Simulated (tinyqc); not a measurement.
Inside a calculation (part 1 of 2). Method: ROHF in the sto-6g basis, for OH+, spin multiplicity 3. This run ends on a higher stationary point, not on the lowest solution. Computed by tinyqc, a small Python program that keeps every step (integrals from PySCF). Settings: charge = 1, multiplicity = 3, basis = sto-6g, energy threshold = 1e-08, iteration cap = 77, orthogonalisation = symmetric, start = highest core orbitals, DIIS depth = 6, DIIS from iteration = 3, method = ROHF. Command: `OMP_NUM_THREADS=1 python tinyqc.py 22281 22282 out.jsonl` (the two numbers bound the seeds that draw the settings). One thread of a shared host (Intel(R) Xeon(R) Processor @ 2.60GHz), about 0.08 s of CPU time with the checks. Later iterations appear only in the table of the cycle.

## One-electron integrals

Geometry (angstrom):
```
atom,x,y,z
O,0.00000,0.00000,0.00000
H,0.00000,0.00000,1.83300
```

Basis sto-6g: exponents (1/bohr^2) and contraction coefficients of normalised primitives:
```
element,l (shell),exponent,coefficient
O,s (1),1355.58423,0.00916
O,s (1),248.54489,0.04936
O,s (1),69.53390,0.16854
O,s (1),23.88677,0.37056
O,s (1),9.27593,0.41649
O,s (1),3.82034,0.13033
O,s (2),52.18776,-0.01325
O,s (2),10.32932,-0.04699
O,s (2),3.21034,-0.03379
O,s (2),1.23514,0.25024
O,s (2),0.53642,0.59512
O,s (2),0.24588,0.24071
O,p (3),52.18776,0.00376
O,p (3),10.32932,0.03768
O,p (3),3.21034,0.17390
O,p (3),1.23514,0.41804
O,p (3),0.53642,0.42586
O,p (3),0.24588,0.10171
H,s (1),35.52322,0.00916
H,s (1),6.51314,0.04936
H,s (1),1.82214,0.16854
H,s (1),0.62596,0.37056
H,s (1),0.24308,0.41649
H,s (1),0.10011,0.13033
```

Overlap, kinetic and nuclear-attraction integrals over the contracted functions; the nuclear repulsion is the sum of Za Zb / Rab.

nuclear repulsion = 2.3095568 hartree

overlap S, lower triangle:
```
,1O 1s,1O 2s,1O 2px,1O 2py,1O 2pz,2H 1s
1O 1s,1.00000
1O 2s,0.23114,1.00000
1O 2px,0.00000,0.00000,1.00000
1O 2py,0.00000,0.00000,0.00000,1.00000
1O 2pz,0.00000,0.00000,0.00000,0.00000,1.00000
2H 1s,0.00729,0.10970,0.00000,0.00000,0.11313,1.00000
```

kinetic energy T (hartree), lower triangle:
```
,1O 1s,1O 2s,1O 2px,1O 2py,1O 2pz,2H 1s
1O 1s,29.32720
1O 2s,-0.89602,0.84262
1O 2px,0.00000,0.00000,2.53131
1O 2py,0.00000,0.00000,0.00000,2.53131
1O 2pz,0.00000,0.00000,0.00000,0.00000,2.53131
2H 1s,-0.00289,-0.01794,0.00000,0.00000,-0.00130,0.76852
```

nuclear attraction V (hartree), lower triangle:
```
,1O 1s,1O 2s,1O 2px,1O 2py,1O 2pz,2H 1s
1O 1s,-61.54701
1O 2s,-6.21801,-9.28902
1O 2px,0.00000,0.00000,-9.28151
1O 2py,0.00000,0.00000,0.00000,-9.28151
1O 2pz,-0.00448,-0.05345,0.00000,0.00000,-9.30286
2H 1s,-0.22304,-0.64921,0.00000,0.00000,-0.57571,-3.54685
```

core Hamiltonian H = T + V (hartree), lower triangle:
```
,1O 1s,1O 2s,1O 2px,1O 2py,1O 2pz,2H 1s
1O 1s,-32.21981
1O 2s,-7.11404,-8.44641
1O 2px,0.00000,0.00000,-6.75020
1O 2py,0.00000,0.00000,0.00000,-6.75020
1O 2pz,-0.00448,-0.05345,0.00000,0.00000,-6.77155
2H 1s,-0.22592,-0.66715,0.00000,0.00000,-0.57701,-2.77833
```

## Two-electron integrals

Functions are numbered as in S; the eight-fold symmetry (ij|kl) = (ji|kl) = (kl|ij) leaves the list below.

Two-electron integrals (ij|kl) in chemists' order, unique and non-zero (hartree):
```
i,j,k,l,(ij|kl)
1,1,1,1,4.78749
2,1,1,1,0.67588
2,1,2,1,0.12150
2,2,1,1,1.11738
2,2,2,1,0.24921
2,2,2,2,0.81738
3,1,3,1,0.02576
3,2,3,1,0.03914
3,2,3,2,0.18066
3,3,1,1,1.11738
3,3,2,1,0.24921
3,3,2,2,0.81738
3,3,3,3,0.88066
4,1,4,1,0.02576
4,2,4,1,0.03914
4,2,4,2,0.18066
4,3,4,3,0.04746
4,4,1,1,1.11738
4,4,2,1,0.24921
4,4,2,2,0.81738
4,4,3,3,0.78574
4,4,4,4,0.88066
5,1,5,1,0.02576
5,2,5,1,0.03914
5,2,5,2,0.18066
5,3,5,3,0.04746
5,4,5,4,0.04746
5,5,1,1,1.11738
5,5,2,1,0.24921
5,5,2,2,0.81738
5,5,3,3,0.78574
5,5,4,4,0.78574
5,5,5,5,0.88066
6,1,1,1,0.02255
6,1,2,1,0.00390
6,1,2,2,0.00785
6,1,3,3,0.00783
6,1,4,4,0.00783
6,1,5,1,0.00019
6,1,5,2,0.00038
6,1,5,5,0.00788
6,1,6,1,0.00013
6,2,1,1,0.07417
6,2,2,1,0.01687
6,2,2,2,0.06389
6,2,3,3,0.06279
6,2,4,4,0.06279
6,2,5,1,0.00134
6,2,5,2,0.01104
6,2,5,5,0.06609
6,2,6,1,0.00055
6,2,6,2,0.00724
6,3,3,1,0.00159
6,3,3,2,0.00980
6,3,5,3,0.00214
6,3,6,3,0.00086
6,4,4,1,0.00159
6,4,4,2,0.00980
6,4,5,4,0.00214
6,4,6,4,0.00086
6,5,1,1,0.06330
6,5,2,1,0.01456
6,5,2,2,0.05851
6,5,3,3,0.05625
6,5,4,4,0.05625
6,5,5,1,0.00251
6,5,5,2,0.01851
6,5,5,5,0.06302
6,5,6,1,0.00049
6,5,6,2,0.00802
6,5,6,5,0.00959
6,6,1,1,0.28840
6,6,2,1,0.06665
6,6,2,2,0.28770
6,6,3,3,0.28110
6,6,4,4,0.28110
6,6,5,1,0.00443
6,6,5,2,0.05215
6,6,5,5,0.30091
6,6,6,1,0.00215
6,6,6,2,0.04813
6,6,6,5,0.05990
6,6,6,6,0.77500
```

## Orthogonalisation

S = U s U^T; symmetric (Loewdin) form X = U s^(-1/2) U^T, so that X^T S X = 1.

eigenvalues of S: 0.74190  0.89669  1.00000  1.00000  1.09696  1.26445

X, lower triangle:
```
,1O 1s,1O 2s,1O 2px,1O 2py,1O 2pz,2H 1s
1O 1s,1.02094
1O 2s,-0.12023,1.02571
1O 2px,0.00000,0.00000,1.00000
1O 2py,0.00000,0.00000,0.00000,1.00000
1O 2pz,-0.00063,0.00487,0.00000,0.00000,1.00489
2H 1s,0.00625,-0.05701,0.00000,0.00000,-0.05747,1.00957
```

## Starting guess

The start is the highest orbitals of the core Hamiltonian (a deliberately bad start); D(s) = C_occ C_occ^T for each spin.

D(alpha) at the start, lower triangle:
```
,1O 1s,1O 2s,1O 2px,1O 2py,1O 2pz,2H 1s
1O 1s,0.05043
1O 2s,-0.23214,1.06960
1O 2px,0.00000,0.00000,1.00000
1O 2py,0.00000,0.00000,0.00000,1.00000
1O 2pz,-0.00223,0.01324,0.00000,0.00000,1.01313
2H 1s,0.01850,-0.11704,0.00000,0.00000,-0.11605,1.02583
```

D(beta) at the start, lower triangle:
```
,1O 1s,1O 2s,1O 2px,1O 2py,1O 2pz,2H 1s
1O 1s,0.00009
1O 2s,-0.00071,0.00564
1O 2px,0.00000,0.00000,1.00000
1O 2py,0.00000,0.00000,0.00000,1.00000
1O 2pz,-0.00062,0.00496,0.00000,0.00000,0.00436
2H 1s,0.00956,-0.07590,0.00000,0.00000,-0.06674,1.02186
```

## Iteration 1: building the Fock matrix

J_ij = sum D_kl (ij|kl) with D = D(alpha) + D(beta), K_ij = sum D_kl (ik|jl) for each spin; F = H + J - K(s); E = tr D H + tr D J / 2 - 0.5 sum_s tr D(s) K(s) + E_nn.

Coulomb J (hartree), lower triangle:
```
,1O 1s,1O 2s,1O 2px,1O 2py,1O 2pz,2H 1s
1O 1s,7.27504
1O 2s,1.62081,5.46399
1O 2px,0.00000,0.00000,5.48280
1O 2py,0.00000,0.00000,0.00000,5.48280
1O 2pz,0.00894,0.10213,0.00000,0.00000,5.42636
2H 1s,0.05115,0.47627,0.00000,0.00000,0.46520,3.27192
```

exchange K(alpha) (hartree), lower triangle:
```
,1O 1s,1O 2s,1O 2px,1O 2py,1O 2pz,2H 1s
1O 1s,0.13522
1O 2s,0.12991,1.29960
1O 2px,0.00000,0.00000,1.15072
1O 2py,0.00000,0.00000,0.00000,1.15072
1O 2pz,-0.00001,0.00314,0.00000,0.00000,1.15448
2H 1s,0.00596,0.11116,0.00000,0.00000,0.09909,0.78906
```

exchange K(beta) (hartree), lower triangle:
```
,1O 1s,1O 2s,1O 2px,1O 2py,1O 2pz,2H 1s
1O 1s,0.05173
1O 2s,0.07836,0.36293
1O 2px,0.00000,0.00000,0.92843
1O 2py,0.00000,0.00000,0.00000,0.92843
1O 2pz,-0.00001,0.00219,0.00000,0.00000,0.09835
2H 1s,0.00281,0.04379,0.00000,0.00000,0.04099,0.77855
```

F(alpha) (hartree), lower triangle:
```
,1O 1s,1O 2s,1O 2px,1O 2py,1O 2pz,2H 1s
1O 1s,-25.07999
1O 2s,-5.62313,-4.28201
1O 2px,0.00000,0.00000,-2.41812
1O 2py,0.00000,0.00000,0.00000,-2.41812
1O 2pz,0.00447,0.04554,0.00000,0.00000,-2.49967
2H 1s,-0.18073,-0.30204,0.00000,0.00000,-0.21091,-0.29547
```

F(beta) (hartree), lower triangle:
```
,1O 1s,1O 2s,1O 2px,1O 2py,1O 2pz,2H 1s
1O 1s,-24.99650
1O 2s,-5.57158,-3.34535
1O 2px,0.00000,0.00000,-2.19583
1O 2py,0.00000,0.00000,0.00000,-2.19583
1O 2pz,0.00446,0.04649,0.00000,0.00000,-1.44354
2H 1s,-0.17758,-0.23467,0.00000,0.00000,-0.15280,-0.28496
```

total energy of this density = -28.6722888 hartree

## Iteration 1: Roothaan effective Fock matrix

With projectors Pc = D(beta) S, Po = (D(alpha) - D(beta)) S, Pv = 1 - D(alpha) S, the block xy is Px^T F Py; with Fc = (F(alpha) + F(beta))/2, the blocks are Fc for cc, oo, vv and cv, F(beta) for co and F(alpha) for ov.

effective F (hartree), lower triangle:
```
,1O 1s,1O 2s,1O 2px,1O 2py,1O 2pz,2H 1s
1O 1s,-25.03854
1O 2s,-5.60760,-3.81820
1O 2px,0.00000,0.00000,-2.30697
1O 2py,0.00000,0.00000,0.00000,-2.30697
1O 2pz,0.00445,0.04575,0.00000,0.00000,-1.97215
2H 1s,-0.17993,-0.26957,0.00000,0.00000,-0.18745,-0.29110
```

## Iteration 1: diagonalisation and new density

Diagonalise F' = X^T F X, C = X C', fill 5 alpha and 3 beta electrons from the bottom; D(s) = C_occ C_occ^T. Each column has its largest component positive (the first on a tie).

F' = X^T F X (hartree), lower triangle:
```
,1,2,3,4,5,6
1,-24.77870
2,-2.40191,-2.96728
3,0.00000,0.00000,-2.30697
4,0.00000,0.00000,0.00000,-2.30697
5,-0.00216,0.04744,0.00000,0.00000,-1.97028
6,-0.00962,-0.07733,0.00000,0.00000,-0.06385,-0.26180
```

orbital energies (hartree): MO1 -25.04008, MO2 -2.71105, MO3 -2.30697, MO4 -2.30697, MO5 -1.96998, MO6 -0.25694

coefficients C:
```
,MO1,MO2,MO3,MO4,MO5,MO6
1O 1s,1.00195,-0.22925,0.00000,0.00000,-0.01410,0.01282
1O 2s,-0.00860,1.02834,0.00000,0.00000,0.06466,-0.08982
1O 2px,0.00000,0.00000,-0.30933,0.95096,0.00000,0.00000
1O 2py,0.00000,0.00000,0.95096,0.30933,0.00000,0.00000
1O 2pz,-0.00027,-0.05839,0.00000,0.00000,1.00027,-0.09584
2H 1s,0.00078,-0.02412,0.00000,0.00000,-0.02043,1.01234
```

D(alpha) after iteration 1, lower triangle:
```
,1O 1s,1O 2s,1O 2px,1O 2py,1O 2pz,2H 1s
1O 1s,1.05665
1O 2s,-0.24527,1.06173
1O 2px,0.00000,0.00000,1.00000
1O 2py,0.00000,0.00000,0.00000,1.00000
1O 2pz,-0.00099,0.00463,0.00000,0.00000,1.00394
2H 1s,0.00660,-0.02613,0.00000,0.00000,-0.01903,0.00100
```

D(beta) after iteration 1, lower triangle:
```
,1O 1s,1O 2s,1O 2px,1O 2py,1O 2pz,2H 1s
1O 1s,1.05645
1O 2s,-0.24436,1.05755
1O 2px,0.00000,0.00000,0.09568
1O 2py,0.00000,0.00000,-0.29416,0.90432
1O 2pz,0.01312,-0.06005,0.00000,0.00000,0.00341
2H 1s,0.00631,-0.02481,0.00000,0.00000,0.00141,0.00058
```

Within a degenerate level the vectors are fixed only up to a rotation; this is one choice.

## Iteration 2: building the Fock matrix

As before.

Coulomb J (hartree), lower triangle:
```
,1O 1s,1O 2s,1O 2px,1O 2py,1O 2pz,2H 1s
1O 1s,16.29165
1O 2s,2.83404,7.11699
1O 2px,0.00000,0.00000,7.09438
1O 2py,0.00000,0.00000,-0.02792,7.17113
1O 2pz,-0.00393,-0.02076,0.00000,0.00000,7.08545
2H 1s,0.09181,0.52846,0.00000,0.00000,0.47269,2.28888
```

exchange K(alpha) (hartree), lower triangle:
```
,1O 1s,1O 2s,1O 2px,1O 2py,1O 2pz,2H 1s
1O 1s,4.93364
1O 2s,0.79233,1.41316
1O 2px,0.00000,0.00000,1.17504
1O 2py,0.00000,0.00000,0.00000,1.17504
1O 2pz,0.00004,0.00103,0.00000,0.00000,1.17557
2H 1s,0.02836,0.09603,0.00000,0.00000,0.07203,0.01498
```

exchange K(beta) (hartree), lower triangle:
```
,1O 1s,1O 2s,1O 2px,1O 2py,1O 2pz,2H 1s
1O 1s,4.88188
1O 2s,0.71402,1.04935
1O 2px,0.00000,0.00000,0.32604
1O 2py,0.00000,0.00000,-0.24509,0.99979
1O 2pz,-0.00227,-0.05765,0.00000,0.00000,0.24891
2H 1s,0.02423,0.06475,0.00000,0.00000,0.00787,0.00573
```

F(alpha) (hartree), lower triangle:
```
,1O 1s,1O 2s,1O 2px,1O 2py,1O 2pz,2H 1s
1O 1s,-20.86181
1O 2s,-5.07233,-2.74257
1O 2px,0.00000,0.00000,-0.83086
1O 2py,0.00000,0.00000,-0.02792,-0.75410
1O 2pz,-0.00844,-0.07523,0.00000,0.00000,-0.86167
2H 1s,-0.16248,-0.23473,0.00000,0.00000,-0.17636,-0.50442
```

F(beta) (hartree), lower triangle:
```
,1O 1s,1O 2s,1O 2px,1O 2py,1O 2pz,2H 1s
1O 1s,-20.81005
1O 2s,-4.99402,-2.37877
1O 2px,0.00000,0.00000,0.01814
1O 2py,0.00000,0.00000,0.21717,-0.57885
1O 2pz,-0.00613,-0.01655,0.00000,0.00000,0.06499
2H 1s,-0.15835,-0.20345,0.00000,0.00000,-0.11220,-0.49517
```

total energy of this density = -74.4940720 hartree

## Iteration 2: Roothaan effective Fock matrix

As before.

effective F (hartree), lower triangle:
```
,1O 1s,1O 2s,1O 2px,1O 2py,1O 2pz,2H 1s
1O 1s,-20.83593
1O 2s,-5.03299,-2.55909
1O 2px,0.00000,0.00000,-0.40636
1O 2py,0.00000,0.00000,0.09462,-0.66648
1O 2pz,-0.00435,-0.03261,0.00000,0.00000,-0.39934
2H 1s,-0.16011,-0.21683,0.00000,0.00000,-0.12871,-0.49668
```

## Iteration 2: diagonalisation and new density

As before.

F' = X^T F X (hartree), lower triangle:
```
,1,2,3,4,5,6
1,-20.52092
2,-2.46335,-1.73091
3,0.00000,0.00000,-0.40636
4,0.00000,0.00000,0.09462,-0.66648
5,-0.00359,-0.02570,0.00000,0.00000,-0.39027
6,0.00462,-0.07766,0.00000,0.00000,-0.07844,-0.47543
```

orbital energies (hartree): MO1 -20.83850, MO2 -1.42068, MO3 -0.69726, MO4 -0.51508, MO5 -0.37558, MO6 -0.34328

coefficients C:
```
,MO1,MO2,MO3,MO4,MO5,MO6
1O 1s,0.99719,-0.24830,0.00000,0.02657,0.00000,-0.00831
1O 2s,0.01189,1.02384,0.00000,-0.13686,0.00000,0.05183
1O 2px,0.00000,0.00000,-0.30933,0.00000,0.95096,0.00000
1O 2py,0.00000,0.00000,0.95096,0.00000,0.30933,0.00000
1O 2pz,0.00032,0.03081,0.00000,0.47051,0.00000,0.88927
2H 1s,-0.00085,0.02626,0.00000,0.83471,0.00000,-0.57305
```

D(alpha) after iteration 2, lower triangle:
```
,1O 1s,1O 2s,1O 2px,1O 2py,1O 2pz,2H 1s
1O 1s,1.05675
1O 2s,-0.24599,1.06712
1O 2px,0.00000,0.00000,1.00000
1O 2py,0.00000,0.00000,0.00000,1.00000
1O 2pz,0.00517,-0.03285,0.00000,0.00000,0.22233
2H 1s,0.01482,-0.08736,0.00000,0.00000,0.39355,0.69744
```

D(beta) after iteration 2, lower triangle:
```
,1O 1s,1O 2s,1O 2px,1O 2py,1O 2pz,2H 1s
1O 1s,1.05604
1O 2s,-0.24236,1.04838
1O 2px,0.00000,0.00000,0.09568
1O 2py,0.00000,0.00000,-0.29416,0.90432
1O 2pz,-0.00733,0.03155,0.00000,0.00000,0.00095
2H 1s,-0.00736,0.02688,0.00000,0.00000,0.00081,0.00069
```

## Iteration 3: building the Fock matrix

As before.

Coulomb J (hartree), lower triangle:
```
,1O 1s,1O 2s,1O 2px,1O 2py,1O 2pz,2H 1s
1O 1s,15.66290
1O 2s,2.69585,6.72059
1O 2px,0.00000,0.00000,6.71635
1O 2py,0.00000,0.00000,-0.02792,6.79311
1O 2pz,0.00470,0.04904,0.00000,0.00000,6.65231
2H 1s,0.08753,0.51756,0.00000,0.00000,0.47447,2.64570
```

exchange K(alpha) (hartree), lower triangle:
```
,1O 1s,1O 2s,1O 2px,1O 2py,1O 2pz,2H 1s
1O 1s,4.91378
1O 2s,0.76247,1.28260
1O 2px,0.00000,0.00000,1.14004
1O 2py,0.00000,0.00000,0.00000,1.14004
1O 2pz,0.00051,0.00176,0.00000,0.00000,0.54460
2H 1s,0.02802,0.12021,0.00000,0.00000,0.18590,0.59024
```

exchange K(beta) (hartree), lower triangle:
```
,1O 1s,1O 2s,1O 2px,1O 2py,1O 2pz,2H 1s
1O 1s,4.88123
1O 2s,0.71405,1.04849
1O 2px,0.00000,0.00000,0.32538
1O 2py,0.00000,0.00000,-0.24509,0.99913
1O 2pz,0.00066,0.03120,0.00000,0.00000,0.24700
2H 1s,0.02390,0.08453,0.00000,0.00000,0.01802,0.01202
```

F(alpha) (hartree), lower triangle:
```
,1O 1s,1O 2s,1O 2px,1O 2py,1O 2pz,2H 1s
1O 1s,-21.47070
1O 2s,-5.18065,-3.00842
1O 2px,0.00000,0.00000,-1.17389
1O 2py,0.00000,0.00000,-0.02792,-1.09713
1O 2pz,-0.00028,-0.00617,0.00000,0.00000,-0.66384
2H 1s,-0.16642,-0.26980,0.00000,0.00000,-0.28845,-0.72287
```

F(beta) (hartree), lower triangle:
```
,1O 1s,1O 2s,1O 2px,1O 2py,1O 2pz,2H 1s
1O 1s,-21.43814
1O 2s,-5.13224,-2.77431
1O 2px,0.00000,0.00000,-0.35922
1O 2py,0.00000,0.00000,0.21717,-0.95622
1O 2pz,-0.00044,-0.03561,0.00000,0.00000,-0.36625
2H 1s,-0.16230,-0.23411,0.00000,0.00000,-0.12056,-0.14465
```

total energy of this density = -74.5063080 hartree

## Iteration 3: Roothaan effective Fock matrix

As before.

effective F (hartree), lower triangle:
```
,1O 1s,1O 2s,1O 2px,1O 2py,1O 2pz,2H 1s
1O 1s,-21.45442
1O 2s,-5.15638,-2.89164
1O 2px,0.00000,0.00000,-0.76656
1O 2py,0.00000,0.00000,0.09462,-1.02668
1O 2pz,-0.00120,-0.02001,0.00000,0.00000,-0.48360
2H 1s,-0.16572,-0.24833,0.00000,0.00000,-0.18872,-0.46007
```

## Iteration 3: diagonalisation and new density

As before.

F' = X^T F X (hartree), lower triangle:
```
,1,2,3,4,5,6
1,-21.14014
2,-2.47752,-2.05540
3,0.00000,0.00000,-0.76656
4,0.00000,0.00000,0.09462,-1.02668
5,-0.00215,-0.00967,0.00000,0.00000,-0.46818
6,0.00392,-0.09473,0.00000,0.00000,-0.13764,-0.42882
```

orbital energies (hartree): MO1 -21.45652, MO2 -1.74609, MO3 -1.05746, MO4 -0.73578, MO5 -0.58348, MO6 -0.30645

coefficients C:
```
,MO1,MO2,MO3,MO4,MO5,MO6
1O 1s,0.99749,-0.24748,0.00000,0.00000,0.01777,0.01642
1O 2s,0.01065,1.02570,0.00000,0.00000,-0.09363,-0.09414
1O 2px,0.00000,0.00000,-0.30933,0.95096,0.00000,0.00000
1O 2py,0.00000,0.00000,0.95096,0.30933,0.00000,0.00000
1O 2pz,0.00014,0.01591,0.00000,0.00000,0.72976,-0.69306
2H 1s,-0.00064,0.01574,0.00000,0.00000,0.60904,0.80910
```

D(alpha) after iteration 3, lower triangle:
```
,1O 1s,1O 2s,1O 2px,1O 2py,1O 2pz,2H 1s
1O 1s,1.05655
1O 2s,-0.24488,1.06094
1O 2px,0.00000,0.00000,1.00000
1O 2py,0.00000,0.00000,0.00000,1.00000
1O 2pz,0.00917,-0.05201,0.00000,0.00000,0.53280
2H 1s,0.00629,-0.04088,0.00000,0.00000,0.44470,0.37118
```

D(beta) after iteration 3, lower triangle:
```
,1O 1s,1O 2s,1O 2px,1O 2py,1O 2pz,2H 1s
1O 1s,1.05623
1O 2s,-0.24321,1.05217
1O 2px,0.00000,0.00000,0.09568
1O 2py,0.00000,0.00000,-0.29416,0.90432
1O 2pz,-0.00380,0.01632,0.00000,0.00000,0.00025
2H 1s,-0.00454,0.01614,0.00000,0.00000,0.00025,0.00025
```

## Iteration 4: building the Fock matrix

As before.

Coulomb J (hartree), lower triangle:
```
,1O 1s,1O 2s,1O 2px,1O 2py,1O 2pz,2H 1s
1O 1s,15.92389
1O 2s,2.75337,6.88836
1O 2px,0.00000,0.00000,6.87617
1O 2py,0.00000,0.00000,-0.02792,6.95293
1O 2pz,0.00129,0.02283,0.00000,0.00000,6.83598
2H 1s,0.08931,0.52275,0.00000,0.00000,0.47459,2.49102
```

exchange K(alpha) (hartree), lower triangle:
```
,1O 1s,1O 2s,1O 2px,1O 2py,1O 2pz,2H 1s
1O 1s,4.92153
1O 2s,0.77472,1.33859
1O 2px,0.00000,0.00000,1.15457
1O 2py,0.00000,0.00000,0.00000,1.15457
1O 2pz,0.00007,-0.01140,0.00000,0.00000,0.82198
2H 1s,0.02894,0.12483,0.00000,0.00000,0.20292,0.35058
```

exchange K(beta) (hartree), lower triangle:
```
,1O 1s,1O 2s,1O 2px,1O 2py,1O 2pz,2H 1s
1O 1s,4.88146
1O 2s,0.71399,1.04977
1O 2px,0.00000,0.00000,0.32576
1O 2py,0.00000,0.00000,-0.24509,0.99951
1O 2pz,0.00032,0.01627,0.00000,0.00000,0.24655
2H 1s,0.02397,0.08070,0.00000,0.00000,0.01593,0.01036
```

F(alpha) (hartree), lower triangle:
```
,1O 1s,1O 2s,1O 2px,1O 2py,1O 2pz,2H 1s
1O 1s,-21.21746
1O 2s,-5.13539,-2.89664
1O 2px,0.00000,0.00000,-1.02859
1O 2py,0.00000,0.00000,-0.02792,-0.95184
1O 2pz,-0.00326,-0.01922,0.00000,0.00000,-0.75755
2H 1s,-0.16555,-0.26923,0.00000,0.00000,-0.30534,-0.63789
```

F(beta) (hartree), lower triangle:
```
,1O 1s,1O 2s,1O 2px,1O 2py,1O 2pz,2H 1s
1O 1s,-21.17739
1O 2s,-5.07466,-2.60781
1O 2px,0.00000,0.00000,-0.19979
1O 2py,0.00000,0.00000,0.21717,-0.79678
1O 2pz,-0.00350,-0.04689,0.00000,0.00000,-0.18212
2H 1s,-0.16059,-0.22510,0.00000,0.00000,-0.11836,-0.29767
```

total energy of this density = -74.5458882 hartree

## Iteration 4: Roothaan effective Fock matrix

As before.

effective F (hartree), lower triangle:
```
,1O 1s,1O 2s,1O 2px,1O 2py,1O 2pz,2H 1s
1O 1s,-21.19742
1O 2s,-5.10500,-2.75209
1O 2px,0.00000,0.00000,-0.61419
1O 2py,0.00000,0.00000,0.09462,-0.87431
1O 2pz,-0.00434,-0.03478,0.00000,0.00000,-0.51564
2H 1s,-0.16386,-0.24996,0.00000,0.00000,-0.20429,-0.42153
```

## Iteration 4: DIIS over 2 matrices

error matrix X^T (FDS - SDF) X:
```
,1,2,3,4,5,6
1,0.00000,0.00019,0.00000,0.00000,0.00358,-0.00618
2,-0.00019,0.00000,0.00000,0.00000,0.01238,0.02089
3,0.00000,0.00000,0.00000,0.00000,0.00000,0.00000
4,0.00000,0.00000,0.00000,0.00000,0.00000,0.00000
5,-0.00358,-0.01238,0.00000,0.00000,0.00000,-0.03467
6,0.00618,-0.02089,0.00000,0.00000,0.03467,0.00000
```

B (overlaps of the stored error matrices):
```
,1,2
1,1.5734144e-02,4.5100687e-03
2,4.5100687e-03,3.6859979e-03
```

Minimise |sum c_i e_i|^2 with sum c_i = 1: solve [B -1; -1 0][c; lambda] = [0; -1] with B_ij = tr e_i^T e_j, and take F = sum c_i F_i.

DIIS coefficients: -0.07924  1.07924

extrapolated F (hartree), lower triangle:
```
,1O 1s,1O 2s,1O 2px,1O 2py,1O 2pz,2H 1s
1O 1s,-21.17706
1O 2s,-5.10092,-2.74103
1O 2px,0.00000,0.00000,-0.60212
1O 2py,0.00000,0.00000,0.09462,-0.86224
1O 2pz,-0.00459,-0.03595,0.00000,0.00000,-0.51818
2H 1s,-0.16371,-0.25009,0.00000,0.00000,-0.20552,-0.41848
```
